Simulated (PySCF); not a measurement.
Molecule (SMILES): F[Si](F)(F)F.
Geometry (B3LYP-D3(BJ)/def2-TZVP, fixed):
```
Si
F 1 1.5673
F 1 1.5673 2 109.47
F 1 1.5673 2 109.47 3 -120.00
F 1 1.5673 2 109.47 4 -120.00
```
Charge 0, spin multiplicity 1.

Basis-set convergence of the lowest singlet excitation energy at CAM-B3LYP with PySCF. Tamm-Dancoff approximation; the state is taken by its order, and sets in which it differs in degeneracy or brightness are left out, yet its character can still change. All functions are spherical. Density fitting with generated auxiliary sets. No added dispersion term, no relativity. Reference: the value in aug-pcseg-2, 10.929 eV, itself unsure by roughly 0.005 eV (its distance from aug-cc-pV(T+d)Z). Deviations are taken from unrounded values. Cost is core time over that of 6-31G**, rough, on shared machines of one kind; a dash marks a row that isn't timed (too short, read off another run, short of memory, by another algorithm or on other hardware).

```tsv
basis	functions	lowest singlet excitation energy (eV)	minus reference (eV)	cost
STO-3G	29	10.621	-0.307	-
6-31G**	74	11.219	0.290	1×
def2-SVP	74	11.413	0.485	0.9×
6-31+G*	94	10.895	-0.034	-
6-311G**	98	11.460	0.531	0.9×
def2-TZVPP	166	11.457	0.529	3×
6-311++G(3df,3pd)	203	10.948	0.019	7×
def2-TZVPPD	208	10.934	0.006	8×
aug-pcseg-2	234	10.929	0.000	10×
```

The smallest set listed that lies within 0.2 eV of the reference with all its larger relatives (same family, alike in diffuse functions; a set with none counts only in the reference's own line) is 6-31+G* (94 functions, -0.034 eV off). Inside, with no larger relative to test it: def2-TZVPPD. (Relatives not listed, tested too: 6-311+G** -0.043, 6-311++G(2d,2p) -0.008 eV.)
